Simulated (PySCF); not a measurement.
**Core-level binding energies of `C[NH2+]COC`**

Compound: C3H10NO (charge +1).
Z-matrix (Å and degrees, PBE0-D3(BJ)/def2-SVP geometry), rows numbered from 1:
```
C 
N   1  1.4827
C   2  1.5319  1  114.86
O   3  1.3462  2  109.72  1  -173.70
C   4  1.4216  3  117.34  2   -93.08
H   1  1.0971  2  109.04  3   -61.06
H   1  1.0967  2  109.50  3   178.80
H   1  1.0971  2  108.93  3    58.73
H   2  1.0292  1  110.91  3  -120.74
H   2  1.0277  1  110.18  3   123.25
H   3  1.1007  2  105.04  1   -55.05
H   3  1.1049  2  105.92  1    61.41
H   5  1.1016  4  110.75  3   -58.54
H   5  1.1044  4  112.07  3    64.21
H   5  1.0957  4  106.63  3  -177.19
```

Computed, not measured: delta-SCF UKS SCAN, pcX-2 on the ionised atom, pcseg-1 elsewhere, spin-free X2C (PySCF 2.14.0). Binding energies are ΔSCF values: E(core-ionised, relaxed orbitals) − E(ground state) at a fixed geometry, referred to the vacuum level.

Question: Give the core binding energies atom by atom.

Answer: 
| atom(s) | environment | level | binding energy (eV) | above the level's lowest (eV) | count |
| --- | --- | --- | --- | --- | --- |
| O4 | ether oxygen | O 1s | 543.97 | 0.00 | 1 |
| N2 | ammonium nitrogen | N 1s | 413.94 | 0.00 | 1 |
| C3 | sp3 carbon bound to oxygen | C 1s | 299.03 | +2.21 | 1 |
| C1 | N-methyl carbon | C 1s | 297.77 | +0.95 | 1 |
| C5 | methoxy carbon | C 1s | 296.82 | 0.00 | 1 |

The listed C 1s values span 2.21 eV, from C5 (bonded to O and 3 H) to C3 (bonded to O, N and 2 H). The widest gap between neighbouring values is 1.26 eV, between 297.77 and 299.03 eV. Summing the Pauling electronegativity differences to the bonded atoms, each weighted by its formal bond order, gives -0.16 for the lowest site and +0.68 for the highest; no listed site has a larger sum than the highest. The smallest sum, -0.56, belongs to C1, 0.95 eV above the lowest.

Question: Which effective nuclear charge Zeff reproduces each element's mean 1s value in the hydrogen-like formula E = 13.606 eV × Zeff²?

Answer: C (Z = 6): mean 297.9 eV, Zeff = 4.68, Z − Zeff = 1.32; N (Z = 7): mean 413.9 eV, Zeff = 5.52, Z − Zeff = 1.48; O (Z = 8): mean 544.0 eV, Zeff = 6.32, Z − Zeff = 1.68. Means run over the listed sites, weighted by atom count.

Question: Which photon energy gives electrons from C 1s of C3 a kinetic energy of 150 eV, and what is their de Broglie wavelength?

Answer: hν = 299.03 + 150 = 449.03 eV, recoil neglected; λ = 12.264 Å/√(E/eV) = 1.00 Å.

The species carries charge +1, so core ionisation leaves charge +2. Isolated species at its PBE0-D3(BJ)/def2-SVP geometry (one conformer only).

The run took 39 s wall on one thread of an Arm Neoverse V1, no GPU, shared host.
